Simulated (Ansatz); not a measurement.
The same path of C2H4NO (8 atoms, charge 1, multiplicity 1) was run twice with different band settings. The coordinate that changes most is the dihedral H6–N1–C2–C3.

Method: RKS PBE/6-31G* in Ansatz.

Relaxed end points:

```xyz
8
Properties=species:S:1:pos:R:3
N 0.284 1.268 -0.592
C -0.097 0.401 0.338
C -0.451 -0.937 0.193
O 0.231 -1.989 0.420
H 0.627 0.975 -1.508
H 0.179 2.273 -0.441
H -0.455 0.817 1.296
H -0.319 -2.809 0.295
```

```xyz
8
Properties=species:S:1:pos:R:3
N 0.281 1.270 -0.593
C -0.095 0.400 0.335
C -0.449 -0.938 0.191
O 0.232 -1.990 0.421
H 0.179 2.275 -0.437
H 0.623 0.980 -1.511
H -0.450 0.812 1.296
H -0.320 -2.810 0.297
```

Common settings: climbing image yes; spring 5.0 eV/Å²; optimiser quadratic models (default); start path IDPP; force threshold 0.05 eV/Å; end points relaxed.

| run | movable images | iteration limit |
| --- | --- | --- |
| 1 | 7 | 57 |
| 2 | 2 | 60 |

Problem. What does each run give, and how far can it be trusted?

Solution. Run 1: converged after 23 iterations, highest image 0.644 eV above the first end. The profile has 2 maxima (images 3, 5) with wells between them (image 4): this band takes more than one step, which may be the mechanism or a detour left from its start path. A vibrational analysis at the climbing image gives one clearly imaginary mode, 268i cm⁻¹: a first-order saddle point.
Run 2: converged after 17 iterations, highest image 0.644 eV above the first end. Another band between the same ends (7 images) ends at a top of the same energy, where a vibrational analysis finds 1 clearly imaginary mode. So few images can step over the top or miss a turn of the path.
Limits of this set-up: the dipole of an ion depends on the origin.
